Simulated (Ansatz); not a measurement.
Equilibrium lattice constant a of some cubic elemental solids other than molecular ones

Method: rVV10 (PAW; Ansatz, a program for electronic structure). References are measured values corrected to a static lattice. The table is a random draw of 6 from 29 solids with such references.

Values in Å.

```json
[
 {"solid": "fcc Pb", "reference": "4.902¶", "rVV10": "5.062", "error (%)": "+3.26"},
 {"solid": "bcc W", "reference": "3.16", "rVV10": "3.203", "error (%)": "+1.36"},
 {"solid": "bcc Nb", "reference": "3.294", "rVV10": "3.334", "error (%)": "+1.21"},
 {"solid": "diamond-structure Ge", "reference": "5.644", "rVV10": "5.802", "error (%)": "+2.80"},
 {"solid": "bcc Ba", "reference": "4.995¶", "rVV10": "4.921", "error (%)": "-1.48"},
 {"solid": "fcc Ag", "reference": "4.062", "rVV10": "4.167", "error (%)": "+2.58"}
]
```

Over these 6 solids the mean error is +1.62 %, the mean absolute error 2.12 % (median 2.03 %), and the worst case fcc Pb at +3.26 %; the value is above the reference in 5 of 6 cases. Over all 29, from unrounded values, the mean error is +0.63 % and the mean absolute error 1.71 % (median 1.48 %). Caveats on values not shown: the commensurate order stands in for chromium's spin-density wave, and the size of the moments varies much between levels (1).

All these references are brought to a static lattice.

Spin–orbit coupling is left out, also for the solids with elements from indium on (fcc Pb, bcc W, bcc Ba); its size isn't shown.

¶ marks references of a special kind: fcc Pb, 4.902 Å (measured, low-temperature or extrapolated to 0 K; zero-point anharmonic expansion removed, our sources range from 4.902 to 4.912; as tabulated in Csonka et al. (2009), arXiv:0903.4037); bcc Ba, 4.995 Å (measured, low-temperature or extrapolated to 0 K; zero-point anharmonic expansion removed, our sources range from 4.995 to 5.004; as tabulated in Csonka et al. (2009), arXiv:0903.4037).

Differences are worked out from the printed values.

Caveats: the gap of the solid is closed in this run (diamond-structure Ge). Ansatz's density-functional and Hartree–Fock values are scalar-relativistic unless marked +SOC, with PAW data made under PBE.

Ansatz's runs of these crystals have no spin polarisation.

Not in this set, of the elemental solids other than molecular ones with a reference value in our tables and a result at some level: 19 for a reference at room or unstated temperature; 4 for a high-temperature or high-pressure phase. These can be a level's best or worst cases. At least 1 more with a reference value is held back for tests. Solids without a released value at any level aren't counted. Layered and molecular crystals are counted apart. The metals Ce to Yb are counted apart.

References as tabulated in Mejia-Rodriguez and Trickey (2018), arXiv:1807.09216; Csonka et al. (2009), arXiv:0903.4037.
